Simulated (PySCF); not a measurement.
NO, SMILES [N]=O, multiplicity 2.

Geometry: PBE0-D3(BJ)/def2-TZVPD.

The numbers are results of PBE0-D3(BJ)/def2-TZVPD run with PySCF, not measurements.

Frequencies are harmonic and unscaled.

Computed normal modes with their intensities:
```
mode  ν (cm⁻¹)  IR (km/mol)  moving atoms (share of kinetic energy)
----  --------  -----------  --------------------------------------
1         2028         42.5                          N 53 %, O 47 %
```
